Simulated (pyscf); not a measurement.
H₂N–SiH₂• (SMILES N[SiH2]) + HF (SMILES F) → H₂N–SiH₂–F (SMILES N[SiH2]F) + H• (SMILES [H]) (atom transfer; doublet surface; F–H broken, F–Si formed). Single points on ωB97X-D3(BJ)/def2-SVP structures (PySCF, gas phase). Correlated levels are frozen-core, on RHF or UHF. ΔMP2 is the change of the MP2 total energy from the triple- to the quadruple-zeta basis. Energies in kcal/mol from the separated reactants.

| level | barrier | reaction energy |
|---|---|---|
| ωB97X-D3(BJ)/def2-TZVP | [?] | -21.4 |
| r²SCAN/def2-TZVP | 12.1 | -18.5 |
| B3LYP-D3(BJ)/def2-TZVP | 15.0 | -17.8 |
| MP2/def2-QZVPP | 21.4 | -22.8 |
| CCSD/def2-TZVPP | 23.3 | -18.2 |
| CCSD(T)/def2-TZVPP | 21.4 | -18.5 |
| CCSD(T)/def2-TZVPP + ΔMP2(QZVPP) | [?] | [?] |

**Question.** Some entries are withheld; supply them.

**Answer.** 
- ωB97X-D3(BJ)/def2-TZVP, barrier: 15.2
- CCSD(T)/def2-TZVPP + ΔMP2(QZVPP), barrier: 20.9
- CCSD(T)/def2-TZVPP + ΔMP2(QZVPP), reaction energy: -18.7

Of the functionals in the table, ωB97X-D3(BJ) is closest to CCSD(T)/def2-TZVPP + ΔMP2(QZVPP) in the barrier (5.8 kcal/mol apart) and r²SCAN least close (8.8 kcal/mol); that level has limits of its own. At the saddle there is also a short H–Si contact that neither side keeps. This saddle turned up in a search for another step; its sides and bond changes are read from the two ends of the descent. The same reactants have a lower exit, to F–SiH₂• + NH₃ (barrier +4.3 kcal/mol at ωB97M-D3(BJ)/def2-TZVP, against +15.9 kcal/mol here). One saddle was located; it need not be the lowest between these sides. The angle at the transferred F is 53°: a side-on saddle, likely not the lowest. The CCSD(T) − MP2 part came from Ansatz, without density fitting, on the same reference.
